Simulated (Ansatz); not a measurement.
# AlCl (aluminium monochloride): name the method

AlCl has 2 atoms, charge 0, and is taken as a singlet. As SMILES, `[Al][Cl]`. The bond length is the measured one.

```xyz
2

Al    0.0000    0.0000    0.0000
Cl    0.0000    0.0000    2.1301
```

Orbital energies are those of the mean-field step.

A calculation with Ansatz 0.2.0 gave:

| Item | Value |
| --- | --- |
| total energy | -703.3450 Eh |
| HOMO energy | -8.97 eV |
| LUMO energy | 1.01 eV |
| HOMO–LUMO gap | 9.98 eV |

Q: Which of these levels gave the numbers?
A. HF/x2c-SV(P)all (sfX2C)
B. PBE/aug-cc-pVDZ
C. MP2/aug-cc-pVDZ
D. HF/x2c-TZVPall (sfX2C)

A: D. The others give -701.6803 Eh (MP2/aug-cc-pVDZ), -703.0781 Eh (HF/x2c-SV(P)all (sfX2C)), -702.3623 Eh (PBE/aug-cc-pVDZ).
